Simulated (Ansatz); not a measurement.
Ansatz (an electronic-structure program) input:
A basis named .json is the Basis Set Exchange file of that set.

Ansatz 0.2 input:
```yaml
crystal:
  periodic: [false, false, false]
  atoms:
    - {symbol: O, position_ang: [-0.00000000, -0.00000000, -1.68048500]}
    - {symbol: C, position_ang: [-0.00000000, -0.00000000, -0.52503293]}
    - {symbol: S, position_ang: [0.00000000, 0.00000000, 1.03712985]}
basis:
  gaussian:
    orbitals: aug-cc-pV_D+d_Z.json
magnetization: {spin_polarized: false}
correlation: {method: ccsd_t, electrons: outside_noble_gas}
output: {forces: true}
```

Predict the final energy.

-510.79161 Eh (CCSD(T)/aug-cc-pV(D+d)Z). The basis has 78 functions.
